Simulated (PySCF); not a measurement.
Calculated properties of `F[C](F)F` (trifluoromethyl radical)

Trifluoromethyl radical, CF3 (doublet state).
Cartesian coordinates in Å at the PBE0-D3(BJ)/def2-SVP level; atoms count from 1:
```xyz
4
CF3 angstrom
F     -0.6225    1.0846   -0.1082
C      0.0086    0.0041    0.2824
F     -0.6196   -1.0825   -0.0954
F      1.2540    0.0034   -0.1245
```

PBE0-D3(BJ)/def2-SVP geometry optimisation, gas phase (PySCF):

```yaml
Point_group: C3v
Rotational_constants_A_B_C: 10.972, 10.955, 5.669 GHz
Dipole_moment: 0.23 D
```

From UKS B3LYP, IGLO-III on C F, non-relativistic, mean-field spin-orbit, GIAO (PySCF):

```yaml
Isotropic_g_value: 2.00324
Principal_g_values: 2.00168, 2.00402, 2.00402
Spin_squared_⟨S²⟩: 0.752
Largest_Mulliken_spin_population: 0.89 on C2
Largest_isotropic_hyperfine_couplings_means_over_sets_of_like_nuclei: 13C +727.6 (C2), 19F +396.4 (F1/F3/F4) MHz
```

Monoisotopic mass (most abundant isotopes): 68.9952 u.

The rotational constants are those of an oblate symmetric top; the small spread among constants that symmetry makes equal is optimisation noise. A dipole of 0.23 D is allowed in C3v, and pure rotational transitions are dipole-allowed. ⟨S²⟩ is 0.002 above the pure-spin value S(S + 1) = 0.75. The dipole equals about 0.8 × 10⁻³⁰ C·m (1 D = 3.33564 × 10⁻³⁰ C·m). With B = h/(8π²I), that is 505.379 GHz u Å² over I, the principal moments of inertia are 46.1, 46.1 and 89.2 u Å² (most abundant isotopes).

For the EPR job (B3LYP), the run took 8.3 s of wall time on one thread of an x86-64 server (shared host).
